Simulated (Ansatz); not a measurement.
H4S2Si (`S[SiH2]S`). The species carries charge 0 and has multiplicity 1.

| atom | x (Å) | y (Å) | z (Å) |
| --- | --- | --- | --- |
| S1 | 1.629 | 0.583 | -0.512 |
| Si2 | -0.089 | -0.347 | 0.353 |
| S3 | -1.568 | 1.140 | 0.707 |
| H4 | 2.061 | -0.550 | -1.094 |
| H5 | -0.552 | -1.416 | -0.566 |
| H6 | 0.172 | -0.919 | 1.695 |
| H7 | -1.654 | 1.508 | -0.583 |

Give the diagnostics of a CCSD(T)/def2-TZVPP run (frozen core, Ansatz 0.2.0). (An estimate is asked.)

The calculation gave: T1 = 0.0111, largest single amplitude 0.011, largest double 0.024, (T) share of the correlation energy 4.2 %, 9 CCSD cycles. The RHF solution is stable towards an unrestricted one. T1 lies under the customary mark of 0.02 for closed shells.
